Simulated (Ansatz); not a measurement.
Breaking a bond: SMILES CCl (CH₃Cl). The C1–Cl5 bond (C1 also carries H, H, H; Cl5 carries nothing else) is varied alone, starting from the PBE0/def2-TZVP optimised geometry.

Calculation: restricted PBE/def2-TZVP in Ansatz (a first-principles code).

The batch members p0 to p7 hold the bond at 1.43, 1.52, 1.60, 1.67, 1.73, 1.77, 1.84, 1.86 Å.

Ansatz input:

Ansatz 0.2 input:
```yaml
# input.yaml
basis:
  gaussian: { orbitals: def2-tzvp }
hamiltonian:
  xc: pbe
batch:
  members: [p0.yaml, p1.yaml, p2.yaml, p3.yaml, p4.yaml, p5.yaml, p6.yaml, p7.yaml]

# p4.yaml, one of the 8 members of this batch
crystal:
  periodic: [false, false, false]
  atoms:
    - { symbol: C, position_ang: [0.0, 0.0, 0.0] }
    - { symbol: H, position_ang: [0.0, 1.03036331, -0.34756527] }
    - { symbol: H, position_ang: [-0.89232339, -0.51517849, -0.3475635] }
    - { symbol: H, position_ang: [0.89231749, -0.51518384, -0.34757084] }
    - { symbol: Cl, position_ang: [0.0, 0.0, 1.73] }
total_charge: 0
magnetization:
  spin_polarized: false
```

Lines of the output on each member:

```
Member 0: Total energy: -13600.14715546 eV, -499.7961894522 hartree
Member 1: Total energy: -13601.48848920 eV, -499.8454825579 hartree
Member 2: Total energy: -13602.17741806 eV, -499.8708002267 hartree
Member 3: Total energy: -13602.51065806 eV, -499.8830465708 hartree
Member 4: Total energy: -13602.65132789 eV, -499.8882160919 hartree
Member 5: Total energy: -13602.68814916 eV, -499.8895692485 hartree
Member 6: Total energy: -13602.66877721 eV, -499.8888573423 hartree
Member 7: Total energy: -13602.64739970 eV, -499.8880717335 hartree
```

The restricted form behind RKS-PBE keeps the bonding electrons paired and can't separate into open-shell fragments.
